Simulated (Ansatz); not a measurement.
Anatase TiO2 (metastable phase) was calculated with r²SCAN+rVV10 (Ansatz, a first-principles code, plane waves, PAW).

From the output:

```
Relaxation: its limit of steps is 80 (relax.max_steps)
Crystal: 6 atoms, lattice volume = 69.276 Å³
Basis set: ecut = 560 eV, 2107 PW (Γ), FFT grids on a1+a3, a2+a3, a3, exchange–correlation on 90×90×135 points (27 copies of the dense FFT grid, shifted against one another)
Bands: 30, of which v1, the nominal top of the filled ones, is band 24 counted from 1 (23 counted from 0)
Symmetry: 16 space group operations
Space group: I41/amd (ITA 141), of the structure as read, at distance tolerance 4.1e-5 Å
k-points: 163 of 1728
Functional: x = r2scan, c = r2scan + rvv10(b = 11.95, C = 0.0093); τ floored in thin density (d = 2e-4 eV/Å³)
SCF iter   1: F=—  HF=-7290.067280 eV  |F-HF|=—  |Δ(HF+E_count)|=         —  Δρ=2.60e-2  dr2=5.57e-1  dr2_τ=3.66e-1
SCF iter   2: F=—  HF=-7290.244879 eV  |F-HF|=—  |Δ(HF+E_count)|=   1.78e-1  Δρ=3.58e-2  dr2=8.44e-1  dr2_τ=9.79e-2
  ...
SCF 1 converged in 8 iterations: F = -7290.087625 eV  dr2 = 2.03e-9
Crystal: 6 atoms, lattice volume = 69.276 Å³
Initial density: handed on by an earlier stage of this run
SCF 2 converged in 6 iterations: F = -7290.089987 eV  dr2 = 1.92e-8
Crystal: 6 atoms, lattice volume = 69.276 Å³
Basis set: ecut = 560 eV, 2091 PW (Γ), FFT grids on a1+a3, a2+a3, a3, exchange–correlation on 90×90×135 points (27 copies of the dense FFT grid, shifted against one another)
SCF 3 converged in 6 iterations: F = -7290.090784 eV  dr2 = 1.68e-8
Crystal: 6 atoms, lattice volume = 69.276 Å³
SCF 4 converged in 4 iterations: F = -7290.090816 eV  dr2 = 5.21e-8
Crystal: 6 atoms, lattice volume = 69.276 Å³
SCF iter   5: F=—  HF=-7290.090814 eV  |F-HF|=—  |Δ(HF+E_count)|=  8.62e-10  Δρ=1.83e-7  dr2=1.96e-11  dr2_τ=9.41e-12
SCF iter   6: F=-7290.090814 eV  HF=-7290.090814 eV  |F-HF|=0.00e0  |Δ(HF+E_count)|=  4.00e-11  Δρ=3.54e-8  dr2=5.06e-13  dr2_τ=7.87e-14
SCF 5 converged in 6 iterations: F = -7290.090814 eV  dr2 = 5.06e-13
SCF converged after 6 iterations
Free energy (F): -7290.090814 eV
Internal energy: -7290.090814 eV  (E = F + TS)
E sigma→0 (E₀):  -7290.090814 eV
Fermi energy:    7.991451 eV
--- Forces (eV/Å), atoms counted from 1 ---
  atom   1  Ti     0.00000000     0.00000000     0.00000000
  atom   2  Ti     0.00000000     0.00000000     0.00000000
  atom   3  O     -0.00000000     0.00000000     0.00013166
  atom   4  O     -0.00000000     0.00000000     0.00013166
  atom   5  O      0.00000000     0.00000000    -0.00013166
  atom   6  O      0.00000000    -0.00000000    -0.00013166
--- Stress (GPa, compression-positive) ---
       -3.683849       0.000000       0.000000
        0.000000      -3.683849      -0.000000
        0.000000      -0.000000      -3.683067
  P = ⅓ Tr σ = -3.6836 GPa (-36.836 kbar)
```

Q: Write an input file that could have produced this run (the log leaves some choices open).

A: One answer among several that fit: 
Ansatz 0.2 input:
```yaml
crystal:
  lattice:
    - [-1.9001838822, 1.9001838822, 4.7965788496]
    - [1.9001838822, -1.9001838822, 4.7965788496]
    - [1.9001838822, 1.9001838822, -4.7965788496]
  atoms:
    - { symbol: Ti, position: [0.75, 0.25, 0.5] }
    - { symbol: Ti, position: [0.0, 0.0, 0.0] }
    - { symbol: O, position: [0.5419503038, 0.0419503038, 0.5] }
    - { symbol: O, position: [0.7919503038, 0.7919503038, 0.0] }
    - { symbol: O, position: [0.2080496962, 0.2080496962, 0.0] }
    - { symbol: O, position: [0.9580496962, 0.4580496962, 0.5] }
basis:
  ecutwfc: 560
  ecutrho_ratio: 4
  xc_grid: 3
kpoints:
  mp_grid: { grid: [12, 12, 12] }
hamiltonian:
  xc: r2scan
  dispersion: rvv10
  pseudopotentials: { kind: paw }
scf:
  occupations: { method: fermi_dirac, width: 0.01 }
output:
  forces: true
  stress: true
  eigenvalues: true
relax:
  f_tol: 0.004
  escape_saddle: false
  max_steps: 80
  cell: { stress_tol: 0.02, fix: [volume] }
```

The cell is one volume of an energy–volume scan, off the minimum.

The PAW data were made under PBE.

Cost on a shared machine: roughly 2.0 core-minutes.
